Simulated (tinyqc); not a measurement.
Worked calculation: Pariser-Parr-Pople SCF with singles CI, for the molecule C1=CC=C1 (SMILES; centres numbered as the heavy atoms are written). One step of it, computed by the program tinyqc.

Problem. Singles CI, singlets. Over the 4 single excitations with the smallest orbital gaps: A = (e_a - e_i) delta + 2 (ia|jb) - (ij|ab), with (pq|rs) = sum c_mp c_mq gamma_mn c_nr c_ns. f = 2/3 w |mu|^2 in atomic units, mu = sqrt2 sum c_ia sum_m c_mi c_ma R_m.

orbital energies (eV): -14.101192  -7.983779  -4.956221  1.161192

coefficients:
```
         MO1        MO2        MO3        MO4
1C  0.462524   0.707107   0.000000   0.534857
2C  0.534857   0.000000   0.707107  -0.462524
3C  0.462524  -0.707107   0.000000   0.534857
4C  0.534857   0.000000  -0.707107  -0.462524
```

repulsion gamma_rs (eV):
```
           1C         2C         3C         4C
1C  12.300000   5.601287   4.570296   5.601287
2C   5.601287  12.300000   5.601287   4.570296
3C   4.570296   5.601287  12.300000   5.601287
4C   5.601287   4.570296   5.601287  12.300000
```

Centres (angstrom, eV; a flat drawing with bonds scaled to 1.40 angstrom):
```
centre          x          y  core charge z          W   gamma_rr
1C       0.990000   0.000000              1  12.620000  12.300000
2C       0.000000   0.990000              1  12.620000  12.300000
3C      -0.990000   0.000000              1  12.620000  12.300000
4C       0.000000  -0.990000              1  12.620000  12.300000
```

Give: singlet CI matrix; singlet excitation energies; oscillator strengths.

Solution.

singlet CI matrix (eV):
```
         2>3     1>3     2>4      1>4
2>3  -2.5737  0.0000  0.0000   0.0000
1>3   0.0000  6.3448  0.0000   0.0000
2>4   0.0000  0.0000  6.3448   0.0000
1>4   0.0000  0.0000  0.0000  11.0485
```

singlet excitation energies (eV): -2.5737  6.3448  6.3448  11.0485

oscillator strengths: 0.0000  0.6226  0.6226  0.0000
